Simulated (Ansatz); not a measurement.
## Cr (bcc): energy against volume

Computed with Ansatz, DFT, LDA (PW92), plane waves (420 eV) with PAW, scalar-relativistic. The PAW files were generated under PBE, with cores re-solved for the functional.

The cell is scaled uniformly from the relaxed one, with fractional coordinates and shape fixed. Energies are extrapolated to zero smearing, pressures are those at the given smearing. Magnetic state: spin not included.

A Birch-Murnaghan fit gives V₀ = 10.84 Å³/atom, B₀ = 300 GPa, B₀′ = 4.2.

(1) What are the energy above the minimum and the pressure at 9.540 Å³/atom?

(2) What are the energy above the minimum and the pressure at 9.974 Å³/atom?

(3) What are the energy above the minimum and the pressure at 10.408 Å³/atom?

## Answers

(1) 181.4 meV/atom and 50.10 GPa as computed.

(2) 74.5 meV/atom and 29.86 GPa as computed.

(3) 17.2 meV/atom and 13.43 GPa as computed.
